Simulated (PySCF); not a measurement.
Isomers of [C5H9N2]+.

All values: PBE0/def2-SVPD (PySCF) at GFN2-xTB geometries, gas phase, one conformer each. Core orbitals are frozen in the response; Δα² is half the sum of the squared differences of the principal polarisabilities.

**Question.** Rank by HOMO energy, highest first.
A. `Cn1ccc[n+]1C`
B. `[CH3:1][CH2:2][n+:3]1[cH:4][cH:5][nH:6][cH:7]1` (charge +1) with C1–C2–N3–C4 86°
C. `[NH2:1]/[CH:2]=[CH:3]/[CH:4]=[CH:5]/[CH:6]=[NH2+:7]` (charge +1) with C2–C3–C4–C5 180°, C4–C5–C6–N7 180° (streptocyanine-5)
D. `Cc1[nH]cc[n+]1C`
E. `CC1=C[NH+]=C(C)N1`

**Answer.** C (-10.30 eV), E (-11.72 eV), D (-11.99 eV), B (-12.42 eV), A (-12.63 eV).

**Question.** Rank by HOMO–LUMO gap, lowest first.
A. `[NH2:1]/[CH:2]=[CH:3]/[CH:4]=[CH:5]/[CH:6]=[NH2+:7]` (charge +1) with C2–C3–C4–C5 180°, C4–C5–C6–N7 180° (streptocyanine-5)
B. `[CH3:1][CH2:2][n+:3]1[cH:4][cH:5][nH:6][cH:7]1` (charge +1) with C1–C2–N3–C4 86°
C. `CC1=C[NH+]=C(C)N1`

**Answer.** A (4.05 eV), C (6.70 eV), B (7.12 eV).

All values together:

```json
{"SMILES": "N/C=C/C=C/C=[NH2+]", "HOMO (eV)": "-10.30", "LUMO (eV)": "-6.25", "α (Å³)": "15.66", "Δα (Å³)": "23.60"}
{"SMILES": "Cc1c[nH+]c(C)[nH]1", "HOMO (eV)": "-11.72", "LUMO (eV)": "-5.02", "α (Å³)": "9.88", "Δα (Å³)": "5.38"}
{"SMILES": "Cc1[nH]cc[n+]1C", "HOMO (eV)": "-11.99", "LUMO (eV)": "-4.95", "α (Å³)": "9.65", "Δα (Å³)": "4.66"}
{"SMILES": "CC[n+]1cc[nH]c1", "HOMO (eV)": "-12.42", "LUMO (eV)": "-5.30", "α (Å³)": "9.57", "Δα (Å³)": "4.13"}
{"SMILES": "Cn1ccc[n+]1C", "HOMO (eV)": "-12.63", "LUMO (eV)": "-5.55", "α (Å³)": "9.73", "Δα (Å³)": "4.75"}
```

Conformers: `[NH2:1]/[CH:2]=[CH:3]/[CH:4]=[CH:5]/[CH:6]=[NH2+:7]` (charge +1) with C2–C3–C4–C5 180°, C4–C5–C6–N7 180°; `[CH3:1][CH2:2][n+:3]1[cH:4][cH:5][nH:6][cH:7]1` (charge +1) with C1–C2–N3–C4 86°.
